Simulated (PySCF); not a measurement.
C₄H₈FN.
SMILES with atom numbers: `[CH3:1][C:2]1([F:3])[CH2:4][NH:5][CH2:6]1` (hydrogens: H7, H8, H9 on C1; H10, H11 on C4; H12 on N5; H13, H14 on C6)

Computed geometry: GFN2-xTB, gas phase.

Q: Give the optimised bond lengths and angles.

A: 
```csv
bond,length (Å)
C1–C2,1.512
C2–F3,1.384
"C2–C4, C2–C6",1.536
"C4–N5, N5–C6",1.467
"C1–H7, C1–H8, C1–H9",1.087
"C4–H10, C6–H13",1.094
"C4–H11, C6–H14",1.091
N5–H12,1.013
```

Bonds in one row agree within 0.01 Å and their mean is given. A selection of angles:
```csv
angle,degrees
C2–C1–H7,109.8
H7–C1–H8,108.9
C1–C2–F3,109.1
C1–C2–C4,116.5
F3–C2–C4,113.4
C4–C2–C6,86.6
C2–C4–N5,89.0
C2–C4–H10,111.9
C2–C4–H11,116.6
N5–C4–H10,115.5
N5–C4–H11,113.2
H10–C4–H11,109.7
C4–N5–C6,91.8
C4–N5–H12,115.9
```

Dihedral angles: C1–C2–C4–N5 -104° (anticlinal); C2–C4–N5–C6 -15° (synperiplanar); C4–N5–C6–C2 15° (synperiplanar); C1–C2–C6–N5 104° (anticlinal).

The 4-membered ring C2–C4–N5–C6 has internal angles of 86.6° to 91.8°; it is puckered, 0.09 Å rms from its mean plane, widest ring torsion 15°. N5 (secondary amine nitrogen) is pyramidal (angles 115.9°, 115.9° and 91.8°, sum 323.7°, 0.44 Å off the plane of its three neighbours). The C–C distances run from 1.512 Å (C1–C2, drawn single) to 1.536 Å (C2–C4, drawn single), a spread of 0.024 Å.

Point group: Cs (tolerance 0.08 Å). No GFN2-xTB frequencies stand behind this structure, so it isn't proved a minimum. The numbers are those of one conformer.
